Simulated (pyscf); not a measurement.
Structures and frequencies: ωB97X-D3(BJ)/def2-SVP in PySCF.

Q: For the elementary gas-phase step CH₄ (SMILES C) + [H₃C–NH–Zn]• (SMILES C[NH][Zn]) → [H₃C–Zn]• (SMILES [CH3][Zn]) + H₃C–NH₂ (SMILES CN) (doublet surface; C–H, N–Zn broken, C–Zn, H–N formed), what barrier and reaction energy does ωB97M-D3(BJ)/def2-TZVP give, measured from the separated reactants?

A: ΔE‡ = 30.4 kcal/mol, ΔE = +5.1 kcal/mol. Zero-point energy shifts the barrier by -1.3 kcal/mol. It is a four-centre exchange, with an imaginary mode of 1642i cm⁻¹. On the product side the descent ends in an adduct with a N–Zn contact, 10.9 kcal/mol under the separated species and 35.2 kcal/mol under the saddle at ωB97X-D3(BJ)/def2-TZVP. What is counted as broken (N–Zn) persists as a longer contact in the product adduct; parting that adduct is a step of its own. One saddle was located; it need not be the lowest between these sides. Elements up to Kr have no core potential and no relativistic terms here.
